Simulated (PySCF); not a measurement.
Compound: C5H5F.
Bonds: F1–C2, C2–C3 (double), C3–C4, C4–C5, C5–C6 (double), C2–C6. Hydrogens: H7 on C3; H8, H9 on C4; H10 on C5; H11 on C6.

NICS is the negative of the GIAO shielding at a point without a nucleus: at the ring centre (0) and 1 Å above and below it (1); zz is the component along the ring normal. Level: GIAO KT2/pcSseg-2 (PySCF, non-relativistic, gas phase) on the PBE0-D3(BJ)/def2-SVP geometry, one conformer.

Ring bond lengths (Å): C2–C3 1.347, C3–C4 1.495, C4–C5 1.498, C5–C6 1.348, C6–C2 1.459.

**Question.** What do the NICS probes read (ppm)?

**Answer.** 
```tsv
ring	type	NICS(0)	NICS(1), two faces	NICS(1)zz, two faces	rms pucker (Å)	centre to ring atoms, mean (Å)
C2–C3–C4–C5–C6	5-membered carbocycle; formal bonds 2 double, 3 single	-6.5	-4.8 / -4.8	-12.3 / -12.3	0.00	1.22
```

**Question.** What do they say, and how far can they be read as aromaticity?

**Answer.** 
- C2–C3–C4–C5–C6: mean NICS(1)zz -12.3 ppm, shielded. C4 has four or more neighbours, so the value isn't read as a sign of a π ring current.

**Question.** At the second NICS(1) probe listed for ring C2–C3–C4–C5–C6, 1 Å off the ring, what do the in-plane components average?

**Answer.** The isotropic value is a third of the trace: (3 × -4.8 − (-12.3))/2 = -1.0 ppm.

**Question.** How shielded are the nuclei of the rings and their hydrogens (means over atoms taken as equivalent)?

**Answer.** 
```tsv
atoms	environment	σ isotropic (ppm)	principal values of the symmetric part, first atom (ppm)
C2	vinylic C–F carbon	12.8	-62.8, 50.2, 51.1
C3	alkene CH carbon	80.6	10.6, 76.6, 154.6
C4	allylic carbon	142.0	127.8, 146.3, 152.0
C5	alkene CH carbon	47.7	-51.3, 38.5, 155.8
C6	alkene CH carbon	53.3	-38.1, 58.6, 139.3
H7	vinylic hydrogen	25.61	24.1, 25.9, 26.8
H8 (×2)	methylene hydrogen	27.93	23.5, 26.1, 34.2
H10	vinylic hydrogen	24.64	23.8, 24.7, 25.5
H11	vinylic hydrogen	24.61	23.7, 23.7, 26.4
```

**Question.** How do the values depend on the level or the medium?

**Answer.** 
```json
{"level": "KT2/pcSseg-2, gas", "NICS(0), C2–C3–C4–C5–C6": "-6.5", "mean NICS(1)zz, C2–C3–C4–C5–C6": "-12.3"}
{"level": "PBE0/pcSseg-1, gas", "NICS(0), C2–C3–C4–C5–C6": "-6.0", "mean NICS(1)zz, C2–C3–C4–C5–C6": "-11.9"}
```

The geometry is the same throughout.
